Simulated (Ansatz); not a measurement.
## Isomers of C5H8O

3 of its isomers, all singlets with charge 0: A = propargylethyl ether `C#CCOCC`; B = cyclopropyl methyl ketone `CC(=O)C1CC1`; C = allyl vinyl ether `C=CCOC=C`.

Shapes, held fixed at every level: PBE0-D4/def2-TZVP. Flexible molecules stand in one conformer, not always the lowest. Programs: Ansatz 0.2.0.

Electronic energies in kJ/mol, without zero-point or thermal terms.

Question: Which isomer should be the most stable, and roughly by how much?

Answer: B < C < A in rising energy, over a span of 152 kJ/mol, by CCSD(T)/CBS estimate. All levels agree on that. The B − A difference spans -182.1 to -152.0 kJ/mol over the levels. The CBS estimate extrapolates MP2 from def2-TZVPP and def2-QZVPP and adds CCSD(T) − MP2 in the triple-zeta set, cores frozen.

```csv
level,kind,B − A,C − A
r2SCAN-D4/def2-TZVPP,meta-GGA,-179.1,-73.8
B3LYP-D4/def2-TZVPP,global hybrid,-156.2,-72.6
r2SCAN0-D4/def2-TZVPP,global hybrid,-182.1,-71.5
wB97X-V/def2-TZVPP,range-separated hybrid,-176.6,-65.7
MP2/def2-SVP,perturbation theory,-180.9,-51.8
CCSD/def2-TZVPP,coupled cluster or CI,-153.5,-60.6
CCSD(T)/CBS estimate,coupled cluster or CI,-152.0,-62.8
```
